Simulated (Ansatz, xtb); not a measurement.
Two isomers of C5H11F

Structure a is `CCC(C)(C)F`, a singlet and structure b is `CCC(F)CC`, a singlet. Both are isolated molecules in the gas phase, relaxed with PBE0-D3(BJ)/def2-SVP; each stands in its lowest conformer found.

Energies in hartree; the thermal terms are from PBE0-D3(BJ)/def2-SVP harmonic frequencies (ideal gas, rigid rotor, one conformer each, 298.15 K, 1 atm) and include the zero-point energy:

|  | a | b |
| --- | --- | --- |
| E, CCSD(T)/def2-SVP | −295.980329 | −295.974662 |
| E, MP2/def2-SVP | −295.882297 | −295.876224 |
| E, MP2/def2-TZVPP | −296.442302 | −296.435619 |
| zero-point energy | 0.152290 | 0.153435 |
| H(298 K) − E | 0.160903 | 0.162022 |
| G(298 K) − E | 0.121359 | 0.121976 |

**Question.** Correct the CCSD(T) difference for the basis set by the MP2 change, then work out ΔE, ΔE₀, ΔH and ΔG for a → b in kJ/mol (1 Eh = 2625.50 kJ/mol) and the equilibrium ratio [b]/[a].

**Answer.** 1. Differences b − a: CCSD(T) +0.005667, MP2 in the small set +0.006073, MP2 in the large set +0.006683 Eh.
2. ΔE = +0.005667 + (+0.006683 − (+0.006073)) = +0.006277 Eh = +16.48 kJ/mol.
3. ΔE₀ = ΔE + ΔZPE = +0.006277 + (+0.001145) Eh = +19.49 kJ/mol.
4. ΔH = ΔE + (+0.001119) Eh = +19.42 kJ/mol.
5. ΔG = ΔE + (+0.000617) Eh = +18.10 kJ/mol, so ΔS = (ΔH − ΔG)/T = +4.4 J/(mol K).
6. kT = 0.9442 mEh, so K = [b]/[a] = exp(−ΔG/kT) = exp(−7.30) ≈ 6.7 × 10^−4.

Structure a is favoured at this temperature. An error of 4 kJ/mol in ΔG would change K by a factor of 5. Mirror images and further conformers aren't counted.

As drawn, both hold the same kinds of bond in the same numbers. Structure a has 3 methyl groups, b 2.

Other levels gave ΔE = +10.3 (GFN2-xTB); +4.5 (HF/STO-3G, GFN2-xTB geometries); +16.2 (r2SCAN-D4/def2-SVP, GFN2-xTB geometries); +11.9 (PBE0-D3(BJ)/def2-SVP); +6.6 (HF/def2-SVP); +15.9 (MP2/def2-SVP); +14.9 (CCSD(T)/def2-SVP) kJ/mol. The correlated steps freeze 6 core orbitals. Programs: Ansatz 0.2.0, xtb 6.7.1.
